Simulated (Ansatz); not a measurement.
`C=CC(C)CC` at its PBE0-D4/def2-TZVP geometry, where that method's forces vanish. The species carries charge 0 and has multiplicity 1.

```xyz
18

C     0.2799    1.6182    1.6792
C    -0.2554    1.1562    0.5585
C    -0.4528   -0.2859    0.2156
C    -1.9366   -0.5850    0.0242
C     0.3399   -0.6697   -1.0368
C     1.8441   -0.5511   -0.8720
H     0.6314    0.9457    2.4561
H     0.3855    2.6811    1.8641
H    -0.5951    1.8656   -0.1974
H    -0.0790   -0.8883    1.0536
H    -2.3482    0.0081   -0.7982
H    -2.5075   -0.3488    0.9245
H    -2.0932   -1.6400   -0.2156
H     0.0042   -0.0409   -1.8708
H     0.0775   -1.6982   -1.3084
H     2.3665   -0.8410   -1.7864
H     2.1373    0.4716   -0.6249
H     2.2015   -1.1977   -0.0654
```

**Question.** What forces (eV/Å) does r2SCAN-D4/def2-TZVPP give on these atoms in Ansatz? (An estimate is asked.)

**Answer.** Ansatz gave: 
```
C1   0.082  0.092  0.182
C2  -0.057  0.015 -0.118
C3   0.047 -0.018  0.115
C4  -0.165 -0.033 -0.019
C5  -0.040 -0.054 -0.148
C6   0.142  0.014  0.008
H7  -0.003  0.002 -0.009
H8   0.002 -0.014  0.001
H9  -0.010 -0.005 -0.022
H10  0.011 -0.008  0.011
H11  0.010 -0.004  0.008
H12  0.004 -0.002 -0.015
H13  0.003  0.014  0.002
H14 -0.009  0.005  0.000
H15 -0.005 -0.001 -0.001
H16 -0.004  0.005  0.018
H17 -0.003 -0.017 -0.007
H18 -0.006  0.009 -0.007
```
